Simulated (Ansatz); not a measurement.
A made-up structure of C$_{2}$H$_{6}$B (charge +1), closed shell:

B1  (0.481, -0.794, 0.708)
C2  (-0.238, 0.348, 0.221)
C3  (-0.445, 0.778, -1.201)
H4  (-1.297, 0.429, -1.726)
H5  (0.253, 1.440, -1.647)
H6  (-0.692, 0.984, 0.993)
H7  (0.966, -1.473, -0.084)
H8  (-0.229, -1.381, 1.395)
H9  (1.250, -0.418, 1.476)
(Å)

It is relaxed with PBE-D4/def2-SVP and then PBE0-D4/def2-TZVP (Ansatz 0.2.0). Atoms count as bonded within 1.22 times the sum of their covalent radii (H–H: 0.88 Å). The end point is not checked to be a true minimum.

(1) Does its bonding change? (A judgement: the text doesn't fix the answer.)

## Answers

(1) The calculation gives: Yes. Formed: B1–C3, C2–H8; broken: B1–H8.

Where it ends: The first stage lowers the energy by 4.06 eV in 26 steps. It ends as C₂H₆B ([BH2]1[CH2][CH2]1), total charge +1:
B1  (0.818, -0.551, 0.190)
C2  (-0.641, 0.369, 0.578)
C3  (-0.392, 0.308, -0.772)
H4  (-0.855, -0.447, -1.404)
H5  (0.150, 1.098, -1.288)
H6  (-0.307, 1.210, 1.182)
H7  (1.482, -0.914, -0.724)
H8  (-1.312, -0.336, 1.066)
H9  (1.106, -0.822, 1.309)
(Å)

Labels in which every atom is bracketed show which atoms are joined, not bond orders.

For scale, one of the runs: PBE0-D4/def2-TZVP relaxation, 129 basis functions, launched by `ansatz run in.yaml --threads 2 --pin off --events-out ev --progress --plain --max-ram 4352MiB`. The run took about 14 s on 2 CPU threads of an Arm Neoverse V2 (shared host).
